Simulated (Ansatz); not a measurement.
```yaml
crystal:
  periodic: [false, false, false]
  atoms:
    - {symbol: C, position_ang: [0.000000, 0.000000, -0.757225]}
    - {symbol: B, position_ang: [0.000000, 0.000000, 0.640738]}
    - {symbol: N, position_ang: [0.000000, 0.000000, 1.935534]}
    - {symbol: H, position_ang: [0.000000, 0.000000, -1.819047]}
basis:
  gaussian: {orbitals: def2-TZVP}
magnetization: {spin_polarized: true, initial_magnetization: 1}
hamiltonian: {xc: pbe0}
relax: {f_tol: 0.004, max_steps: 80}
```

```sh
$ ansatz run in.yaml --threads 1 --pin off --events-out ev --progress --plain --max-ram 2176MiB
```

Steps of the relaxation (energy above the last step; positions in Å, forces in eV/Å):

```
4
step 1, 14.7 meV
C     0.000    0.000   -0.757    0.000    0.000   -0.074
B     0.000    0.000    0.641    0.000    0.000   -0.676
N     0.000    0.000    1.936    0.000    0.000    1.137
H     0.000    0.000   -1.819    0.000    0.000   -0.387
```

```
4
step 2, 1.0 meV
C     0.000    0.000   -0.762    0.000    0.000   -0.032
B     0.000    0.000    0.643    0.000    0.000   -0.178
N     0.000    0.000    1.951    0.000    0.000    0.297
H     0.000    0.000   -1.832    0.000    0.000   -0.087
```

```
4
step 3, 0.0 meV
C     0.000    0.000   -0.764    0.000    0.000    0.000
B     0.000    0.000    0.643    0.000    0.000   -0.010
N     0.000    0.000    1.957    0.000    0.000    0.011
H     0.000    0.000   -1.836    0.000    0.000   -0.001
```

```
4
step 4, 0.0 meV
C     0.000    0.000   -0.764    0.000    0.000    0.001
B     0.000    0.000    0.643    0.000    0.000   -0.001
N     0.000    0.000    1.957    0.000    0.000    0.000
H     0.000    0.000   -1.836    0.000    0.000    0.000
```

Close pairs at the end: C1–H4 1.072 Å, B2–N3 1.314 Å, C1–B2 1.408 Å.

A stationary point of unrestricted PBE0 after 4 steps, with ⟨S²⟩ = 1.382 against 0.75 for a pure state; no frequencies were run, so it isn't proven a minimum. 21 s on 1 thread of Intel Xeon Platinum 8488C, shared host.
